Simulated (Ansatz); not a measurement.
## Strength of the C–O bond: C2H6O2 → C2H5O + OH

Species: C2H6O2 `COCO`, singlet; C2H5O (methoxymethyl) `[CH2]OC`, doublet; OH, doublet. 

Shapes, held fixed at every level: PBE0-D4/def2-TZVP. Flexible molecules stand in one conformer, not always the lowest. Programs: Ansatz 0.2.0. Electronic energies: no zero-point or thermal term.

```
               level                    kind  ΔE (kJ/mol)  less CCSD(T)/CBS estimate  CPU time (sum over the molecules)
   PBE-D4/def2-TZVPP                     GGA       +432.1                       -2.5                               11 s
 B3LYP-D4/def2-TZVPP           global hybrid       +408.3                      -26.3                               14 s
  wB97M-V/def2-TZVPP  range-separated hybrid       +430.2                       -4.4                               41 s
  wB97X-V/def2-TZVPP  range-separated hybrid       +428.0                       -6.6                               31 s
      MP2/def2-TZVPP     perturbation theory       +455.7                      +21.1                                  –
     CCSD/def2-TZVPP   coupled cluster or CI       +411.1                      -23.5                                  –
CCSD(T)/CBS estimate   coupled cluster or CI       +434.6                        0.0                            5.2 min
```

The highest level, CCSD(T)/CBS estimate, gives ΔE = +434.6 kJ/mol; the levels span +408.3 to +455.7. The column of differences is taken from that level and isn't an error. No measured value is set beside it here. Open shells run unrestricted unless RO is named. The CBS estimate extrapolates MP2 from def2-TZVPP and def2-QZVPP and adds CCSD(T) − MP2 in the triple-zeta set, cores frozen. Times are processor times on shared x86 and Arm servers, and rough.
